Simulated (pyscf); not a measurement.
Thermochemistry of product channels of Cl–SiH•–Cl (SMILES Cl[SiH]Cl) + H₂O (SMILES O) on the doublet surface, in kcal/mol, from ωB97M-D3(BJ)/def2-TZVP energies (ideal gas, 1 atm, RRHO with modes under 100 cm⁻¹ raised to 100, one conformer, R ln 2 for rigid chiral ones). Optimised with ωB97X-D3(BJ)/def2-SVP in PySCF.

```json
[
 {"products": "HO–SiH(Cl)–Cl (SMILES O[SiH](Cl)Cl) + H• (SMILES [H])", "ΔE": "-11.0", "ΔH(298 K)": "-14.6", "ΔG(600 K)": "-7.9", "ΔG(1200 K)": "-3.4"},
 {"products": "HO–Si•(Cl)–Cl (SMILES O[Si](Cl)Cl) + H₂ (SMILES [H][H])", "ΔE": "-19.6", "ΔH(298 K)": "-22.4", "ΔG(600 K)": "-19.0", "ΔG(1200 K)": "-17.5"}
]
```

These are energies of the channels, which say nothing of barriers.
